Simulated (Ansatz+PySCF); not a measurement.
The numbers below are computed, except where a source is named.
## Several solutions for triplet B2

```xyz
2

B     0.0000    0.0000   -0.8498
B     0.0000    0.0000    0.8498
```

Basis set: def2-SVP (spherical functions). Charge 0, multiplicity 3.

CASSCF(6,8) was run from several starts with Ansatz (development build ahead of 0.2.0) and PySCF 2.14.0. The starts are those of the Hartree–Fock orbitals from which the active space was taken at the frontier.

| run | program | start | converged | energy (hartree) | <S²> |
| --- | --- | --- | --- | --- | --- |
| A | Ansatz | search for the lowest state | yes | -49.15873 | 2.00 |
| B | PySCF | program defaults | yes | -49.13783 | 2.00 |
| C | Ansatz | atomic start, no search | yes | -49.15873 | 2.00 |
| D | Ansatz | stability test followed | yes | -49.15873 | 2.00 |

(1) Which runs reached the lowest solution of this kind, and what is wrong with the others?

Results:

(1) A, C, D reached the lowest solution found. Converged but too high: B by 0.57 eV. Convergence only shows a stationary point; in CASSCF the end hangs on which orbitals enter the active space. Caution: other starts end on other solutions of this active space.
